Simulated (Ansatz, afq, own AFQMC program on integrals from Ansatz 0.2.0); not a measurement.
# SBr⁺, quintet in cc-pVDZ, levels against CCSDT(Q)

```xyz
2

S     0.0000    0.0000    0.0000
Br    0.0000    0.0000    2.0253
```

Basis cc-pVDZ. Noble-gas cores (and the filled d shells of Ga–Kr and In–Xe) are frozen. Integrals, coupled cluster, full CI and functionals: Ansatz 0.2.0; the random walks run on the same integrals in our own AFQMC program. The CISD trial takes its coefficients from CCSD amplitudes. Released means that phaseless walkers are propagated on without the constraint, phases kept. Error bars are statistical, one sigma. No spin–orbit coupling.

Determinant: UHF, the one that the program's search chose, which needn't be the lowest solution. The geometry is a PBE0/def2-TZVP stationary point of this or a neighbouring charge and spin state.

No full CI on the walks' own integrals is used here; CCSDT(Q) serves as the reference and is uncertain by about the last step of the cluster series.

Cautions: no relativity below Rb; no spin-orbit coupling; inner d shell frozen; another spin lies lower (by 5.94 eV); the released energies are still falling, so no released level is given (meV from the phaseless value at times in 1/Eh: -12 ± 10 at 0.24, -7 ± 9 at 0.51, -10 ± 9 at 0.99, -21 ± 11 at 1.62, -29 ± 13 at 2.40), though the last usable value meets CCSDT(Q) within the noise.

```
T1 diagnostic                               : 0.0183
weight of the determinant in the CISD state : 0.894
⟨S²⟩ of the determinant                     : 6.011
size of the correlated space                : 12 electrons in 26 orbitals
```

```tsv
level	correlation energy (eV)
MP2	-4.9060
CCSD	-5.7296
CCSD(T)	-5.8445
```

Problem. Estimate where phaseless AFQMC with a CISD trial lies against CCSD(T) on the same integrals.

Solution. 1.6 ± 0.8 kJ/mol below CCSD(T).

Reference: CCSDT(Q), correlation energy -5.872 eV.

```csv
level,E − E(reference) (kJ/mol),share of correlation (%)
CCSD(T),2.7,99.52
CCSDT,0.9,99.83
ph-AFQMC/CISD,1.1 ± 0.8,99.81
```

A walk keeps the symmetry of its determinant, which the program's search chose and which needn't be the lowest solution, so a lower state of the same spin and another symmetry isn't excluded.
